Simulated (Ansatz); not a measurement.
Species: CH$_{5}$N, charge 1, multiplicity 2. SMILES of the parent species: CN

Atoms: C1, N2, H3, H4, H5, H6, H7. Bonds: C1-N2, C1-H3, C1-H4, C1-H5, N2-H6, N2-H7.

Bond lengths (Å) and angles (degrees) optimised at HF/STO-3G with Ansatz (a first-principles code); HF/3-21G with Ansatz; HF/6-31G* with Ansatz; PBE/6-31G* with Ansatz; B3LYP/LANL2DZ with Ansatz; B3LYP/6-31G* with Ansatz, each started from the B3LYP-D3(BJ)/def2-TZVP structure (Ansatz) of the last column. A row stands for all coordinates that are equal there; 7 of 10 kinds are shown. 6-31G* holds six Cartesian d functions. No wavenumbers were computed at HF/STO-3G, PBE/6-31G*, B3LYP/LANL2DZ, so these may be saddle points.

```json
[
 {"coordinate": "C1-N2", "HF/STO-3G": "1.509", "HF/3-21G": "1.496", "HF/6-31G*": "1.458", "PBE/6-31G*": "1.412", "B3LYP/LANL2DZ": "1.439", "B3LYP/6-31G*": "1.420", "B3LYP-D3(BJ)/def2-TZVP": "1.411"},
 {"coordinate": "C1-H3", "HF/STO-3G": "1.093", "HF/3-21G": "1.078", "HF/6-31G*": "1.079", "PBE/6-31G*": "1.103", "B3LYP/LANL2DZ": "1.095", "B3LYP/6-31G*": "1.094", "B3LYP-D3(BJ)/def2-TZVP": "1.091"},
 {"coordinate": "C1-H5", "HF/STO-3G": "1.097", "HF/3-21G": "1.086", "HF/6-31G*": "1.087", "PBE/6-31G*": "1.130", "B3LYP/LANL2DZ": "1.118", "B3LYP/6-31G*": "1.117", "B3LYP-D3(BJ)/def2-TZVP": "1.116"},
 {"coordinate": "N2-H6", "HF/STO-3G": "1.054", "HF/3-21G": "1.017", "HF/6-31G*": "1.010", "PBE/6-31G*": "1.031", "B3LYP/LANL2DZ": "1.028", "B3LYP/6-31G*": "1.025", "B3LYP-D3(BJ)/def2-TZVP": "1.021"},
 {"coordinate": "N2-C1-H3", "HF/STO-3G": "107.9", "HF/3-21G": "108.5", "HF/6-31G*": "108.9", "PBE/6-31G*": "111.2", "B3LYP/LANL2DZ": "111.0", "B3LYP/6-31G*": "110.7", "B3LYP-D3(BJ)/def2-TZVP": "111.0"},
 {"coordinate": "N2-C1-H5", "HF/STO-3G": "106.6", "HF/3-21G": "107.0", "HF/6-31G*": "107.0", "PBE/6-31G*": "108.3", "B3LYP/LANL2DZ": "108.4", "B3LYP/6-31G*": "107.6", "B3LYP-D3(BJ)/def2-TZVP": "107.5"},
 {"coordinate": "C1-N2-H6", "HF/STO-3G": "121.8", "HF/3-21G": "121.4", "HF/6-31G*": "121.8", "PBE/6-31G*": "121.8", "B3LYP/LANL2DZ": "121.4", "B3LYP/6-31G*": "121.8", "B3LYP-D3(BJ)/def2-TZVP": "121.6"}
]
```

Mean signed difference of all 6 bond lengths from B3LYP-D3(BJ)/def2-TZVP: HF/STO-3G 0.025 Å, HF/3-21G 0.004 Å, HF/6-31G* -0.004 Å, PBE/6-31G* 0.010 Å, B3LYP/LANL2DZ 0.009 Å, B3LYP/6-31G* 0.004 Å.
